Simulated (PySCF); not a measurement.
Molecule (SMILES): C=C=O.
Geometry (B3LYP-D3(BJ)/def2-TZVP, fixed):
```xyz
5

C      0.0091     0.0017    -1.2056
C     -0.0008    -0.0001     0.1027
H      0.0282     0.9401    -1.7377
H     -0.0018    -0.9351    -1.7406
O     -0.0096    -0.0018     1.2620
```

Basis-set convergence of the isotropic shielding of H3 at PBE0 with PySCF. GIAO, no density fitting; atoms are numbered in the order shown. All functions are spherical. No added dispersion term, no relativity. Reference: the value in pcseg-3, 29.15 ppm. Deviations are taken from unrounded values.

```
basis        functions  isotropic shielding of H3 (ppm)
-----------  ---------  -------------------------------
6-31G*              46                            30.29
6-31+G*             58                            30.16
cc-pVDZ             52                            29.56
aug-cc-pVDZ         87                            29.41
def2-SVP            52                            29.67
def2-SVPD           79                            29.55
pcseg-1             52                            29.27
aug-pcseg-1         87                            29.33
6-311G**            66                            29.72
6-311+G**           78                            29.62
def2-TZVP          105                            29.58
def2-TZVPD         132                            29.56
cc-pVTZ            118                            29.33
aug-cc-pVTZ        184                            29.28
pcseg-2            118                            29.23
aug-pcseg-2        184                            29.25
def2-TZVPP         121                            29.30
def2-TZVPPD        148                            29.29
def2-QZVPP         231                            29.21
def2-QZVPPD        258                            29.21
```

What the diffuse functions change, pair by pair:
- 6-31G* to 6-31+G*: 12 more functions, deviation 1.14 to 1.01 ppm
- cc-pVDZ to aug-cc-pVDZ: 35 more functions, deviation 0.41 to 0.25 ppm
- def2-SVP to def2-SVPD: 27 more functions, deviation 0.52 to 0.39 ppm
- pcseg-1 to aug-pcseg-1: 35 more functions, deviation 0.12 to 0.17 ppm
- 6-311G** to 6-311+G**: 12 more functions, deviation 0.56 to 0.47 ppm
- def2-TZVP to def2-TZVPD: 27 more functions, deviation 0.42 to 0.41 ppm
- cc-pVTZ to aug-cc-pVTZ: 66 more functions, deviation 0.18 to 0.12 ppm
- pcseg-2 to aug-pcseg-2: 66 more functions, deviation 0.08 to 0.10 ppm
- def2-TZVPP to def2-TZVPPD: 27 more functions, deviation 0.14 to 0.13 ppm
- def2-QZVPP to def2-QZVPPD: 27 more functions, deviation 0.05 to 0.06 ppm

They bring the value nearer the reference by more than 0.01 ppm in 6 of 10 pairs.
